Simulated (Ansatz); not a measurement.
A calculation on chalcopyrite CuGaSe2 returned lattice constant a 5.511 Å, lattice parameter c 10.957 Å, equilibrium volume per atom 20.80 Å³/atom, bulk modulus 77.5 GPa, cohesive energy 4.06 eV/atom, band gap 0.26 eV, formation enthalpy -0.394 eV/atom.

For reference: lattice constant a 5.619 Å (measured, 293 K, not corrected to a static lattice, our sources range from 5.596 to 5.619; as tabulated in Souilah et al., J. Solid State Chem. 183, 2274 (2010), by the Crystallography …); lattice parameter c 11.026 Å (measured, 293 K, not corrected to a static lattice; as tabulated in Souilah et al., J. Solid State Chem. 183, 2274 (2010), by the Crystallography …).

Which level of theory produced these numbers?
A. rVV10 (Ansatz, a first-principles code)
B. r²SCAN+rVV10 (Ansatz)
C. PBEsol-D3(BJ) (Ansatz)
D. PBE-D3(BJ) (Ansatz)

C, PBEsol-D3(BJ) (Ansatz)

The others give: r²SCAN+rVV10 5.582 Å, 11.051 Å, 21.52 Å³/atom, 73.1 GPa, 3.70 eV/atom, 0.60 eV, -0.561 eV/atom; PBE-D3(BJ) 5.595 Å, 11.105 Å, 21.73 Å³/atom, 68.2 GPa, 3.66 eV/atom, 0.16 eV, -0.429 eV/atom; rVV10 5.701 Å, 11.326 Å, 23.01 Å³/atom, 59.6 GPa, 3.54 eV/atom, 0.06 eV, -0.448 eV/atom.

Unless a cell is named, each level is at its own relaxed cell (PBE-D3(BJ) 21.73, PBEsol-D3(BJ) 20.80, r²SCAN+rVV10 21.52, rVV10 23.01 Å³/atom).

Levels without +SOC have no spin–orbit coupling; where heavier elements are present it shifts gaps, mostly down, and can invert bands. Density-functional gaps are differences of (generalised) Kohn–Sham levels.

Ansatz's density-functional and Hartree–Fock values are scalar-relativistic unless marked +SOC, with PAW data made under PBE.
